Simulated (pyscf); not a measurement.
Optimised with ωB97X-D3(BJ)/def2-SVP in PySCF.

### Question
HN=SiH₂ + NH₃ → HN=SiH–NH₂ + H₂
Surface: singlet. Broken: H–Si, H–N. Formed: N–Si, H–H. Give ΔE‡ and ΔE from ωB97M-D3(BJ)/def2-TZVP, relative to the separated reactants.

### Answer
ΔE‡ = 71.9 kJ/mol, ΔE = -67.9 kJ/mol. Zero-point energy shifts the barrier by -1.9 kJ/mol. It is a four-centre exchange, with an imaginary mode of 1499i cm⁻¹. On the reactant side the descent ends in an adduct with a N–Si contact (not fully relaxed), 93.9 kJ/mol under the separated species and 162.7 kJ/mol under the saddle at ωB97X-D3(BJ)/def2-TZVP. What is counted as formed (N–Si) is already present as a longer contact in the reactant adduct; forming that adduct is a step of its own. At the saddle there is also a short H–Si contact that neither side keeps. The same reactants have a lower exit, to H₂N–SiH₂–NH₂ (barrier -65.0 kJ/mol at ωB97M-D3(BJ)/def2-TZVP, against +71.9 kJ/mol here). HN=SiH₂ lies 76.0 kJ/mol over its isomer H₂N–SiH: [singlet] (electronic energy, ωB97M-D3(BJ)/def2-TZVP). HN=SiH–NH₂ lies 86.7 kJ/mol over its isomer H₂N–Si:–NH₂ [singlet] (electronic energy, ωB97M-D3(BJ)/def2-TZVP). One saddle was located; it need not be the lowest between these sides.
